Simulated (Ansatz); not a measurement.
Predict the output of the script below (Ansatz's Python interface).

The script, `h4s2si_bend.py`:
```python
# -*- coding: utf-8 -*-
import ansatz as az
from ase import Atoms


def main():
    atoms = Atoms(["S", "Si", "S", "H", "H", "H", "H"], positions=[
        (-1.2463, -0.978, -0.7148),
        (0.0313, 0.445, 0.2167),
        (1.5575, -0.668, 1.1469),
        (-2.0875, -0.0069, -1.182),
        (0.6208, 1.3211, -0.8396),
        (-0.7104, 1.2599, 1.2196),
        (1.8958, -1.4411, 0.1074),
    ])

    first = (
        az.Crystal.molecule_from_ase(atoms).calculation()
        .basis(gaussian="cc-pVDZ")
        .functional("PBE", dispersion="d4")
        .relax(force_tolerance=0.02, max_steps=80)
    )
    atoms.positions = first.run(threads=1).report["positions_ang"]

    rows = []
    for angle in [90, 100, 110, 120, 135, 150, 165, 179]:
        bent = atoms.copy()
        bent.set_angle(1, 0, 3, angle, indices=[3])
        setup = (
            az.Crystal.molecule_from_ase(bent).calculation()
            .basis(gaussian="cc-pVDZ")
            .functional("PBE", dispersion="d4")
        )
        rows.append((angle, setup.run(threads=1).report["free_energy_ev"]))
    floor = min(e for _, e in rows)
    for angle, e in rows:
        print(f"angle Si1-S0-H3 = {angle:3d} deg   {1000 * (e - floor):9.1f} meV")


if __name__ == "__main__":
    main()
```

Output of `python h4s2si_bend.py`:
```text
angle Si1-S0-H3 =  90 deg         0.0 meV
angle Si1-S0-H3 = 100 deg        16.3 meV
angle Si1-S0-H3 = 110 deg       125.5 meV
angle Si1-S0-H3 = 120 deg       317.2 meV
angle Si1-S0-H3 = 135 deg       724.5 meV
angle Si1-S0-H3 = 150 deg      1199.4 meV
angle Si1-S0-H3 = 165 deg      1607.8 meV
angle Si1-S0-H3 = 179 deg      1783.1 meV
```

The scan is rigid, and the energies are electronic, in a modest basis. The zero is the lowest point of the grid, which needn't be the minimum. The whole script took 33 s on 1 thread of Arm Neoverse V2 (shared host), peak memory 0.2 GiB.
